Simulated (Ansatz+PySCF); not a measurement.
A calculation with PySCF 2.14.0.

```python
from pyscf import gto, scf, cc

mol = gto.M(atom="""
Li 0.000000 0.000000 0.000000
F 0.000000 0.000000 3.650000
""", basis='6-31g', charge=0, spin=0)
mf = scf.UHF(mol)
mf.kernel()
mycc = cc.CCSD(mf, frozen=2).run()
et = mycc.ccsd_t()
print(mf.e_tot, mycc.e_corr, et, mycc.e_tot + et)
```

The script is written out from the run's settings.

The run gave:

- Converged: yes
- Reference energy: -106.75010 hartree
- CCSD correlation energy: -0.14158 hartree
- Triples correction: -0.01130 hartree
- Total energy: -106.90298 hartree
- Spin squared of the determinant: 0.000

The reference isn't the lowest determinant (another lies 1.17 eV lower), but the same method gives a higher total on the lower determinant. Caution: large amplitudes, a single reference is doubtful.
